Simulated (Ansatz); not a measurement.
Saddle point of CH$_{10}$Si$_{2}$, singlet (Si₂H₆ ([SiH3][SiH3]) + CH₄ → CH₈Si₂ ([CH3][SiH2][SiH3]) + H₂; bonds formed: Si1–C7, H2–H6; bonds broken: Si1–H2, H6–C7), PBE0-D4/def2-TZVP structure:

```csv
atom,x (Å),y (Å),z (Å)
Si1,-0.7444,0.0299,0.3029
H2,-0.1690,-1.5457,-0.1561
H3,-2.0399,-0.6307,0.6127
H4,-1.1490,1.4982,0.2294
Si5,1.0310,-0.0593,1.8166
H6,-0.1940,-0.7860,-1.0211
C7,-0.2931,0.3108,-1.7981
H8,2.2885,0.0099,1.0193
H9,1.0147,-1.3481,2.5566
H10,1.0345,1.0723,2.7857
H11,0.0660,-0.3622,-2.5890
H12,0.4279,1.1186,-1.6755
H13,-1.2732,0.6923,-2.0833
```

Energies are electronic, without zero-point energy. Barriers and step energies count from the start structure reached by relaxing down the imaginary mode; all methods use the PBE0-D4 structures, on which another method's saddle can fall below an end. Ansatz 0.2.0; basis: def2-TZVPP, with def2-QZVPP for the basis limit; cores frozen in the correlated methods. B3LYP uses VWN-RPA correlation. Extrapolation: Hartree–Fock as exp(−7.88 √X), correlation as X^−2.97.

```csv
method,barrier (kcal/mol),step energy (kcal/mol)
SPW92,62.30,6.91
PBE-D4,70.47,6.91
BLYP-D4,?,7.62
r2SCAN-D4,74.39,7.41
B97M-V,75.97,8.74
PBE0-D4,?,7.55
B3LYP-D4,79.73,8.27
r2SCAN0-D4,77.16,7.82
BHLYP-D4,84.96,9.19
CAM-B3LYP-D4,?,8.84
wB97X-V,80.88,8.07
wB97M-V,79.11,7.53
B2PLYP,81.95,8.59
PBE-QIDH,78.72,7.67
RPA on PBE,81.99,8.41
HF,99.50,12.18
MP2,80.40,6.80
CCSD,84.48,8.90
CCSD(T),81.74,8.09
```

Task: Fill in the withheld barriers. (To be estimated.)

Result: Computed: PBE0-D4 74.66; BLYP-D4 76.74; CAM-B3LYP-D4 81.71 kcal/mol. Each is the energy of the saddle less that of the start structure, by the same method.

For comparison, the barrier by CCSD(T) at an estimated basis limit (MP2 extrapolated from triple and quadruple zeta, plus CCSD(T) − MP2 in triple zeta) is 80.40 kcal/mol.

T1 diagnostic: at most 0.013.

Labels in which every atom is bracketed show which atoms are joined, not bond orders.

For scale, one of the runs: CCSD(T)/def2-TZVPP, 255 basis functions, launched by `ansatz run in.yaml --threads 4 --pin off --events-out ev --progress --plain --max-ram 9574MiB`. Time: 110 s of wall clock on 4 CPU threads of an Intel Xeon; the host was shared. Peak host memory: 5.3 GiB.
